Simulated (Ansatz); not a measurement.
**fcc Au**

Calculation: PBEsol (PAW; Ansatz, an electronic-structure program).

Numerical settings: plane-wave cutoff 500 eV, 14×20×1 k mesh (along the axes of the cell as run), Fermi–Dirac smearing 0.1 eV, scalar-relativistic PAW data made under PBE.

Cell: relaxed at this level.

* **surface energy of the (110) face**: 1.25 J/m²
* **work function of the (110) face**: 5.09 eV

The slab of 12 atoms is relaxed and unreconstructed.

Spin–orbit coupling is not included; it can shift volumes and moduli of such heavy elements.

The computed numbers hold no vibrational or temperature effects.
